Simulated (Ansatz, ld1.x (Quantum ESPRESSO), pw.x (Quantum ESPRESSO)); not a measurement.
## pw.x on fcc Mg: one setting changed

Potential: norm-conserving Troullier–Martins (Kleinman–Bylander form), ld1.x (Quantum ESPRESSO) 7.5, PBEsol; core [Ne], reference 3s2 3p0; waves: 3s (bound): rc 2.80 bohr; 3p (bound, empty): rc 2.35 bohr; 3d channel at -0.05 Ry: rc 2.85 bohr; local part: the d channel; core correction: Bessel-smoothed model core inside 1.45 bohr.

The reference run (k-mesh 13³, cutoffs 50/200 Ry, Fermi–Dirac 0.01 Ry, mixing_beta 0.4, conv_thr 1e-9, no spin) gives -0.44 GPa at 22.729 Å³/atom, where all-electron LAPW gives -0.03 GPa. This run, with its own iteration cap, changes nspin = 2 with starting_magnetization to 0.5.

```
&control
  calculation='scf', prefix='x', pseudo_dir='./', outdir='./tmp', tstress=.true., disk_io='none'
/
&system
  ibrav=0, nat=1, ntyp=1, ecutwfc=50, ecutrho=200, nbnd=8,
  occupations='smearing', smearing='fd', degauss=0.01, nspin=2, starting_magnetization(1)=0.5
/
&electrons
  conv_thr=1e-09, mixing_beta=0.4, electron_maxstep=60
/
ATOMIC_SPECIES
Mg 1.0 Mg.UPF
CELL_PARAMETERS angstrom
  0.00000000 2.24827852 2.24827852
  2.24827852 0.00000000 2.24827852
  2.24827852 2.24827852 0.00000000
ATOMIC_POSITIONS crystal
Mg 0.0000 0.0000 0.0000
K_POINTS automatic
13 13 13 0 0 0
```

```bash
pw.x < Mg.scf.in > Mg.scf.out
```

How does the run end?

It converges in 8 iterations; the free energy moves by +0.0 meV/atom and the pressure by +0.00 GPa. The result is that of the reference run.

```
Message from routine setup:
     using ibrav=0 with symmetry is DISCOURAGED, use correct ibrav instead
     lattice parameter (alat)  =       6.0085  a.u.
     unit-cell volume          =     153.3829 (a.u.)^3
     number of electrons       =         2.00
     number of Kohn-Sham states=            8
     kinetic-energy cutoff     =      50.0000  Ry
     charge density cutoff     =     200.0000  Ry
     scf convergence threshold =      1.0E-09
     Exchange-correlation= PBESOL
     atomic species   magnetization
     number of k points=    84  Fermi-Dirac smearing, width (Ry)=  0.0100
     iteration #  1     ecut=    50.00 Ry     beta= 0.40
     total energy              =      -6.55177297 Ry
     estimated scf accuracy    <       0.00474782 Ry
     total magnetization       =     0.31 Bohr mag/cell
     absolute magnetization    =     0.31 Bohr mag/cell
     iteration #  2     ecut=    50.00 Ry     beta= 0.40
     total energy              =      -6.55826218 Ry
     estimated scf accuracy    <       0.00184236 Ry
     total magnetization       =     0.22 Bohr mag/cell
     absolute magnetization    =     0.22 Bohr mag/cell
     iteration #  3     ecut=    50.00 Ry     beta= 0.40
     total energy              =      -6.56089080 Ry
     estimated scf accuracy    <       0.00005385 Ry
     total magnetization       =     0.07 Bohr mag/cell
     absolute magnetization    =     0.07 Bohr mag/cell
     [... 2 iterations left out ...]
     iteration #  6     ecut=    50.00 Ry     beta= 0.40
     total energy              =      -6.56115127 Ry
     estimated scf accuracy    <          3.6E-09 Ry
     total magnetization       =     0.00 Bohr mag/cell
     absolute magnetization    =     0.00 Bohr mag/cell
     iteration #  7     ecut=    50.00 Ry     beta= 0.40
     total energy              =      -6.56115129 Ry
     estimated scf accuracy    <          1.4E-09 Ry
     total magnetization       =    -0.00 Bohr mag/cell
     absolute magnetization    =     0.00 Bohr mag/cell
     iteration #  8     ecut=    50.00 Ry     beta= 0.40
     the Fermi energy is     3.5886 ev
!    total energy              =      -6.56115129 Ry
     estimated scf accuracy    <          8.0E-12 Ry
     smearing contrib. (-TS)   =      -0.00200127 Ry
     The total energy is F=E-TS. E is the sum of the following terms:
     one-electron contribution =       1.31849116 Ry
     hartree contribution      =       0.00374596 Ry
     xc contribution           =      -5.72310958 Ry
     ewald contribution        =      -2.15827756 Ry
     total magnetization       =     0.00 Bohr mag/cell
     absolute magnetization    =     0.00 Bohr mag/cell
     convergence has been achieved in   8 iterations
          total   stress  (Ry/bohr**3)                   (kbar)     P=       -4.42
     Message from routine punch:
     Nothing written, as per user request (disk_io='none')
```

The run took about 14 s on one core of a shared host (Neoverse-V2, 96 threads, 371 GiB, load 53).
